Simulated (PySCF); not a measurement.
## Bond length, frequency and bond energy of SiS by level of theory

State: ¹Σ⁺ (singlet), closed shell. Set-up: Si def2-TZVPPD, S def2-TZVPPD; no relativity (PySCF 2.14). De refers to Si + S in their high-spin ground configurations, without counterpoise correction. A positive dipole means Si(−)S(+).

```csv
Level,Re (Å),ωe (cm⁻¹),De (eV),μ (D),"CPU s a point (SCF and correlation, without the integrals)"
RHF,1.911,817,3.92,-2.16,0.57
RHF-MP2,1.941,752,6.30,n/a,0.84
RHF-SCS-MP2,1.940,755,6.19,n/a,n/a
RHF-CCSD,1.933,771,5.76,n/a,n/a
RHF-CCSD(T),1.945,742,6.05,n/a,7.4
PBE,1.951,725,6.49,-1.61,1
PBEsol,1.945,733,6.82,-1.56,0.74
revPBE,1.956,720,6.23,-1.61,0.72
BP86,1.952,721,6.49,-1.62,0.74
r²SCAN,1.937,752,6.31,-1.58,1.4
M06-L,1.934,764,6.59,-1.65,1.3
PBE0,1.930,766,6.20,-1.73,2.9
M06-2X,1.924,778,6.41,-1.92,1.7
ωB97X-V,1.917,796,6.33,-1.86,5.3
```

Question: Which functional lies closest to RHF-CCSD(T) in De, which farthest, and by how much do they differ from it?

Answer: Closest is PBE0 (-1.5 pm in Re, +3.2 % in ωe, +0.15 eV in De against RHF-CCSD(T) in the same basis), farthest PBEsol (+0.0 pm in Re, -1.2 % in ωe, +0.77 eV in De). CCSD(T) converges more slowly with the basis than the functionals do and binds too weakly in this one, so the order can change at the basis-set limit.

Question: What does a quarter of exact exchange do here, going from PBE to PBE0?

Answer: PBE0 less PBE: -2.1 pm in Re, +5.7 % in ωe, -0.29 eV in De. Exact exchange removes part of the self-interaction that spreads semilocal densities, and in most molecules shortens and stiffens the bond and lowers De; so it does here.

Question: What does the step from GGA to meta-GGA do here, going from PBE to r²SCAN?

Answer: r²SCAN less PBE: -1.4 pm in Re, +3.7 % in ωe, -0.18 eV in De. 

Measured (Huber and Herzberg, Constants of Diatomic Molecules (1979)): Re = 1.929321 Å, ωe = 749.64 cm⁻¹.

Correlated steps freeze 10 core orbitals. Where the molecule has an RHF reference, its open-shell atoms are computed with UHF. The CCSD T1 diagnostic is raised, a sign that a single reference may not be enough here.

The whole job (state search and all levels along the bond) took about 2.9 min on 2 threads of Intel Xeon Platinum 8488C (shared host), peak memory 3.1 GiB.
